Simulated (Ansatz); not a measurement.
Run this with Ansatz 0.2.0, Python API and show what comes out.

`fci_li2.py`:
```python
"""Approximate methods against full CI for Li2(+) in a small basis."""

import warnings

import ansatz as az
from ase import Atoms

SETTINGS = {
    "basis": "cc-pVDZ",
    "charge": 1,
}

warnings.simplefilter("ignore", az.DeckWarning)

atoms = Atoms(["Li", "Li"], positions=[
    [0.0, 0.0, 0.0],
    [0.0, 0.0, 2.67],
])
molecule = az.Crystal.molecule_from_ase(atoms)

base = molecule.calculation()
base = base.basis(gaussian=SETTINGS["basis"])
base = base.charge(SETTINGS["charge"])
base = base.spin("collinear", total=1)
base = base.scf(lower_state_search="standard")
exact = base.correlation("fci").run(threads=1, pin="off").report
print(f"full CI {exact['free_energy_ev'] / 27.211386246:.7f} Ha over {exact['configurations']['states'][0]['n_determinants']} determinants")
print("natural occupations", [round(n, 4) for n in exact["configurations"]["natural_occupations"]])
print(f"hf       misses {1000 * (exact['reference_energy_ev'] - exact['free_energy_ev']) / 27.211386246:9.3f} mHa")
for method in ["mp2", "ccsd", "ccsd_t", "bccd_t"]:
    e = base.correlation(method).run(threads=1, pin="off").report["free_energy_ev"]
    print(f"{method:8s} misses {1000 * (e - exact['free_energy_ev']) / 27.211386246:9.3f} mHa")
```

`python fci_li2.py` gives:
```text
full CI -14.7105457 Ha over 156622 determinants
natural occupations [1.9999, 1.9999, 0.9999, 0.0001, 0.0001, 0.0, 0.0, 0.0, 0.0, 0.0, 0.0, 0.0, 0.0, 0.0, 0.0, 0.0, 0.0, 0.0, 0.0, 0.0, 0.0, 0.0, 0.0, 0.0, 0.0, 0.0, 0.0, 0.0]
hf       misses     0.725 mHa
mp2      misses     0.042 mHa
ccsd     misses     0.001 mHa
ccsd_t   misses     0.000 mHa
bccd_t   misses     0.000 mHa
```

These settings explore the input space; basis and method may be short of convergence. Full CI is exact only within this small basis and its frozen core, at an unrelaxed geometry. The species is open-shell (spin multiplicity 2). The spin state was assumed, and another may lie lower. Hardware and time: 2.5 s on 1 thread of Arm Neoverse V2, with other jobs on the host, peak memory 0.16 GiB.
